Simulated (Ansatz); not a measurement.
Fluorite SrCl2 was calculated with PBE0 (plane waves, PAW; Ansatz, a program for electronic structure).

Numerical settings: plane-wave cutoff 460 eV, 6×6×6 k mesh, Fermi–Dirac smearing 0.01 eV, scalar-relativistic PAW data made under PBE.

Computed points:

```
V (Å³/atom)  E − E_lowest (meV/atom)  P (GPa)
-----------  -----------------------  -------
27.134                          9.48    2.151
27.608                          4.25    1.396
28.562                          0.00    0.073
29.276                          1.60   -0.770
29.990                          6.70   -1.503
```

Question: Estimate the bulk modulus from the pressures at 27.608 and 29.276 Å³/atom, and compare it with a fit to all energies.

Answer: B = −V dP/dV. Between V = 27.608 and 29.276 Å³/atom, dP/dV = (-0.770 − (1.396))/(29.276 − 27.608) = -1.30 GPa per Å³/atom; at the midpoint 28.442 Å³/atom this gives B ≈ 36.9 GPa. The third-order Birch–Murnaghan fit gives V0 = 28.619 Å³/atom, B0 = 35.7 GPa, B′ = 4.5, which lies 3 % below that estimate.

Measured, for comparison: bulk modulus 34.3 GPa (temperature not stated, no zero-point or thermal correction, from elastic constants; as tabulated in Kanchana et al., Calculated structural, elastic and electronic properties of …); equilibrium volume per atom 28.27 Å³/atom (room temperature, no zero-point or thermal correction; as tabulated in Kanchana et al., Calculated structural, elastic and electronic properties of …). Computed (rounded) less measured: bulk modulus +4 % (against room or unstated temperature, where such soft solids are markedly softer), equilibrium volume per atom +1.2 %. A static lattice is as a rule a little smaller and stiffer than an uncorrected measurement, which narrows the difference in the bulk modulus and would widen misses of the other sign.

The computed numbers hold no vibrational or temperature effects.

It cost very roughly 6 core-minutes of CPU time.
